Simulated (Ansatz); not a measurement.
## Structure optimisation: nickel, fcc

Method: DFT, m-r2SCAN, plane waves (500 eV) with PAW, scalar-relativistic in Ansatz 0.2.0. (PAW data from PBE, frozen cores regenerated.)

k-point mesh 15×15×15, Fermi-Dirac smearing 0.05 eV, starting moments 0.80 μB. Cell and atoms relax.

Starting structure:

```yaml
crystal:
  lattice:
    - [0.0, 1.76194, 1.76194]
    - [1.76194, 0.0, 1.76194]
    - [1.76194, 1.76194, 0.0]
  atoms:
    - { symbol: Ni, position: [0.0, 0.0, 0.0], spin: 0.8 }
hamiltonian:
  xc: mr2scan
  pseudopotentials:
    kind: paw
    azcp:
      Ni: "pseudopotentials/Ni.paw.azcp"
basis:
  ecutwfc: 500
  fft_grid_basis: typed
kpoints:
  mp_grid: { grid: [15, 15, 15], shift: [0, 0, 0] }
magnetization:
  spin_polarized: true
scf:
  occupations: { method: fermi_dirac, width: 0.05 }
relax:
  max_steps: 60
  f_tol: 0.01
  cell: {}
```

**Question.** The pressure at the start is -9.1 GPa. By how much does the volume change?

**Answer.** From 10.94 to 10.46 Å³ per atom, -4.4 %. The final cell has a = 3.472 Å.

**Question.** How much energy does the relaxation gain?

**Answer.** 14.1 meV per atom.

Path of the relaxation (the plane waves are chosen anew near the end, which can shift the energy a little):

```tsv
step	E − E(final) (meV/atom)	V (Å³/atom)	P (GPa)	max force (eV/Å)
0	14.10	10.940	-9.05	0.000
1	3.13	10.691	-4.61	0.000
2	-0.45	10.444	0.44	0.000
3	-0.46	10.465	-0.01	0.000
4	0.00	10.465	-0.07	0.000
5	-0.01	10.462	0.00	0.000
6	0.00	10.462	0.00	0.000
```

**Question.** Which magnetic state does it end in?

**Answer.** ferromagnetic, net 0.64 μB per atom; moments 0.68 μB.

m-r²SCAN is r²SCAN on the gauge-invariant kinetic-energy density; without spin polarisation the two are equal.
